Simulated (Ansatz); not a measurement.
A nudged elastic band was laid between two geometries of BH4N + H2 (8 atoms, charge 0, multiplicity 1).

These are results of RKS PBE0-D4/def2-SVP (Ansatz), not measurements.

* movable images: 5
* climbing image: yes
* spring: 5.0 eV/Å²
* optimiser: quadratic models (default)
* start path: through a guess of the saddle point
* force threshold: 0.03 eV/Å
* iteration limit: 60
* end points: relaxed

Image 0:

```xyz
8
Properties=species:S:1:pos:R:3
B 0.107 -0.848 0.246
N 0.027 -0.211 1.478
H -0.843 -0.074 1.977
H 0.835 0.143 1.974
H 1.190 -0.980 -0.277
H -0.908 -1.251 -0.274
H -0.423 3.264 1.188
H -0.326 2.514 1.090
```

Image 6:

```xyz
8
Properties=species:S:1:pos:R:3
B 0.069 0.240 0.103
N -0.150 0.396 1.716
H -0.445 -0.487 2.135
H 0.713 0.686 2.179
H 0.961 -0.589 -0.027
H -1.009 -0.139 -0.338
H 0.386 1.355 -0.293
H -0.864 1.094 1.926
```

Q: Which bonds break or form, and what moves?

A: Bonds broken: H7–H8. Bonds formed: B1–H7, N2–H8. BH4N + H2 becomes BH6N.

Q: What energy profile does the band end with?

A: The forces met the threshold. The highest image is number 4 of 0 to 6, 1.44 eV above the first end and 1.61 eV above the last; the last end lies 0.17 eV below the first. Neighbouring images differ by up to 1.5 eV, so the band resolves the path poorly. A vibrational analysis at the climbing image gives one clearly imaginary mode, 1290i cm⁻¹: a first-order saddle point. The orbitals stay closed-shell, which can raise the energy where a bond breaks towards radicals; this wasn't checked here.

| image | path coordinate (Å) | energy (eV) | H7–H8 (Å) | B1–H7 (Å) | N2–H8 (Å) |
| --- | --- | --- | --- | --- | --- |
| 0 | 0.00 | 0.00 | 0.76 | 4.25 | 2.78 |
| 1 | 0.94 | 0.01 | 0.76 | 3.80 | 2.84 |
| 2 | 1.88 | 0.03 | 0.76 | 3.16 | 2.82 |
| 3 | 2.82 | 0.28 | 0.76 | 2.23 | 2.29 |
| 4 | 3.75 | 1.44 | 0.99 | 1.38 | 1.40 |
| 5 | 4.86 | -0.06 | 2.25 | 1.23 | 1.02 |
| 6 | 5.97 | -0.17 | 2.56 | 1.22 | 1.02 |

Q: What is the geometry of the highest image?

A: 
```xyz
8
Properties=species:S:1:pos:R:3:forces:R:3
B 0.004 0.096 0.304 0.01 -0.03 -0.01
N -0.061 0.283 1.858 -0.02 0.00 0.01
H -0.877 -0.084 2.331 0.00 0.00 0.00
H 0.791 0.111 2.379 0.01 0.01 -0.01
H 1.105 -0.149 -0.137 0.00 0.00 0.00
H -0.963 -0.435 -0.196 0.00 0.01 0.00
H -0.165 1.413 -0.063 0.00 0.01 0.00
H -0.172 1.320 0.923 0.00 0.01 0.01
```

The band took 18 iterations and roughly 90 core-seconds.

The run took 89 s on 1 thread of AMD EPYC 7R43 64-Core Processor (Zen 3), on a shared host, peak memory 0.11 GiB.
